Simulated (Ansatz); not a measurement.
What does this script print? It uses Ansatz 0.2.0 through its Python package.

`h3o4p.xyz`
```text
8

O    -1.26869    0.44154    0.86699
P    -0.10622    0.03545    0.07407
O     1.23913   -0.17368    0.89088
O     0.32635    1.05103   -1.06775
O    -0.26209   -1.33718   -0.70828
H     1.30115    0.48509    1.57889
H    -0.45439    1.44319   -1.45417
H    -0.77524   -1.94544   -0.18063
```

`opt.py`:
```python
"""Minimum-energy structure of H3O4P."""

import warnings

import ansatz as az
import numpy as np

BASIS = "def2-SVP"
FUNCTIONAL = "pbe0"
VDW = "d4"

warnings.simplefilter("ignore", az.DeckWarning)

system = az.Crystal.molecule_from_extxyz("h3o4p.xyz")

calculation = (
    system.calculation()
    .basis(gaussian=BASIS)
    .functional(FUNCTIONAL, dispersion=VDW)
)
symbols = [site.symbol for site in system.cartesian_sites]
start = np.array([site.position_ang for site in system.cartesian_sites], dtype=float)
def progress(event):
    if event["event"] == "relax_step":
        row = event["data"]
        print(f"step {row['step']:3d}  E = {row['lagrangian_ev']:.6f} eV  max force {row['allowed_force_max_ev_ang']:.4f} eV/A")


r = calculation.relax(force_tolerance=0.02).session().plan().execute(on_event=progress).report
end = np.array(r["positions_ang"])

for key in ("converged", "free_energy_ev", "reference_energy_ev", "n_frozen", "n_occupied", "n_virtual"):
    print(f"{key:22s} {r[key]}")

print("bond        before    after (A)")
for i, j in [(0, 1), (1, 2), (1, 3), (1, 4), (2, 5), (3, 6), (4, 7)]:
    d0, d1 = (np.linalg.norm(xyz[i] - xyz[j]) for xyz in (start, end))
    print(f"{symbols[i]}{i}-{symbols[j]}{j}".ljust(10), f"{d0:8.4f} {d1:8.4f}")
for i, j, k in [(0, 1, 2), (0, 1, 3), (0, 1, 4), (2, 1, 3), (2, 1, 4), (3, 1, 4), (1, 2, 5), (1, 3, 6)]:
    u, v = end[i] - end[j], end[k] - end[j]
    print(f"angle {symbols[i]}{i}-{symbols[j]}{j}-{symbols[k]}{k}: {np.degrees(np.arccos(np.clip(u @ v / np.linalg.norm(u) / np.linalg.norm(v), -1, 1))):.2f} deg")
```

```console
$ python opt.py
step   1  E = -17506.986674 eV  max force 0.7069 eV/A
step   2  E = -17507.016542 eV  max force 0.3099 eV/A
step   3  E = -17507.026787 eV  max force 0.1328 eV/A
step   4  E = -17507.026563 eV  max force 0.1261 eV/A
step   5  E = -17507.028068 eV  max force 0.0291 eV/A
step   6  E = -17507.028100 eV  max force 0.0104 eV/A
converged              True
free_energy_ev         -17507.028117497153
reference_energy_ev    -17506.895067056223
n_frozen               0
n_occupied             [25, 25]
n_virtual              [64, 64]
bond        before    after (A)
O0-P1        1.4646   1.4757
P1-O2        1.5877   1.6041
P1-O3        1.5882   1.6043
P1-O4        1.5876   1.6042
O2-H5        0.9546   0.9656
O3-H6        0.9553   0.9656
O4-H7        0.9548   0.9656
angle O0-P1-O2: 116.37 deg
angle O0-P1-O3: 116.29 deg
angle O0-P1-O4: 116.28 deg
angle O2-P1-O3: 101.83 deg
angle O2-P1-O4: 101.80 deg
angle O3-P1-O4: 101.91 deg
angle P1-O2-H5: 110.81 deg
angle P1-O3-H6: 110.77 deg
```

Reading the output:
- Total energies depend on the basis set; only differences at equal settings carry meaning.
- The end point is the stationary point reached from this start; no frequency run checks that it is a minimum, and the basis set is modest.
- Total less reference energy is the dispersion correction.
- Hardware and time: 18 s on 1 thread of Arm Neoverse V2 (shared host), peak memory 0.25 GiB.

(Lines on the test bed's own set-up are left out of the output.)
